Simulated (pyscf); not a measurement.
F–MoH(F)(F)(F)–F -> HF + F–Mo(F)(F)–F [singlet] (1,1-elimination; singlet surface; F–Mo, H–Mo broken, F–H formed). Structures and frequencies: ωB97X-D3(BJ)/def2-SVP in PySCF. Energies in kcal/mol from the reactant's lowest minimum found.

```tsv
level	barrier	reaction energy
ωB97X-D3(BJ)/def2-TZVP	18.1	0.0
PBE/def2-TZVP	…	+19.4
r²SCAN/def2-TZVP	23.2	+21.7
PBE0-D3(BJ)/def2-TZVP	19.0	+6.7
M06-2X/def2-TZVP	…	…
ωB97M-D3(BJ)/def2-TZVP	17.0	-3.5
```

Problem. What belongs in the gaps?

Solution. 
- PBE/def2-TZVP, barrier: 20.5
- M06-2X/def2-TZVP, barrier: 15.0
- M06-2X/def2-TZVP, reaction energy: -8.3

The functionals in the table span 8.3 kcal/mol in this barrier, from M06-2X to r²SCAN. On the product side the descent ends in an adduct with a F–Mo contact, 4.6 kcal/mol under the separated species and 22.7 kcal/mol under the saddle at ωB97X-D3(BJ)/def2-TZVP. What is counted as broken (F–Mo) persists as a longer contact in the product adduct; parting that adduct is a step of its own. F–Mo(F)(F)–F [singlet] is an excited spin state, 14.6 kcal/mol over the triplet at ωB97X-D3(BJ)/def2-TZVP. This is the saddle that the search found; another between the same sides may lie lower. A restricted singlet here is unstable towards spin polarisation, as is usual where a triplet lies low; its energy is less safe. Elements past Kr carry the def2 core potentials, without spin-orbit coupling.
